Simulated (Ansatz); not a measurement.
## C5H9F, SMILES CC/C(C)=C/F: a ranking of conformers, step by step

Program: the Python package of Ansatz (0.2.0).

Interactive session:
```pycon
>>> import ansatz as az
>>> from rdkit import Chem
>>> from rdkit.Chem import AllChem
>>> BASIS_SET = "def2-SVP"
>>> METHOD = "mp2"
>>> rd = Chem.AddHs(Chem.MolFromSmiles("CC/C(C)=C/F"))
>>> ids = list(AllChem.EmbedMultipleConfs(rd, numConfs=20, randomSeed=626, pruneRmsThresh=0.4))
>>> field = [energy for _, energy in AllChem.MMFFOptimizeMoleculeConfs(rd)]
>>> distinct = {round(e, 2): i for i, e in zip(ids, field)}
>>> chosen = sorted(distinct.items())[:4]
>>> found = []
>>> for force_field, index in chosen:
...     system = az.Crystal.molecule()
...     for atom, xyz in zip(rd.GetAtoms(), rd.GetConformer(index).GetPositions()):
...         system = system.atom(atom.GetSymbol(), xyz.round(5).tolist())
...     setup = (
...         system.calculation()
...         .basis(gaussian=BASIS_SET)
...         .correlation(METHOD)
...     )
...     found.append(setup.run().report["free_energy_ev"])
...
>>> print("conformer   MMFF (kcal/mol)   this level (kcal/mol)")
conformer   MMFF (kcal/mol)   this level (kcal/mol)
>>> for (force_field, index), e in zip(chosen, found):
...     print(f"{index:9d} {force_field - chosen[0][0]:17.2f} {23.060548 * (e - min(found)):17.3f}")
...
        2              0.00             0.691
        1              0.13             0.000
```

The conformers keep their force-field geometries. Hardware and time: 6.7 s on 1 thread of Arm Neoverse V1, with other jobs on the host, peak memory 0.37 GiB.
